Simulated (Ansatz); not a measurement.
Two shapes of doublet HF₂.

Shape 1:

```xyz
3

F    -0.2346   -0.5498    1.0453
H     0.0016    0.0741   -0.1207
F     0.1865    0.4919   -0.9261
```

Shape 2:

```xyz
3

F    -0.3301   -0.7953    1.5063
H     0.0496    0.2037   -0.3619
F     0.2340    0.6078   -1.1459
```

Basis set: def2-SVP (spherical functions). Frozen core: 2 orbitals. Charge 0, multiplicity 2.

Computed with Ansatz (development build ahead of 0.2.0); each method stands on the lowest determinant of its kind that the runs found.

Problem. Which shape is lower in energy, and by how much in each method?

Solution.

```csv
method,E(2) − E(1) (eV)
UHF,-0.632
UHF-MP2,-0.536
```

Shape 2 is lower.
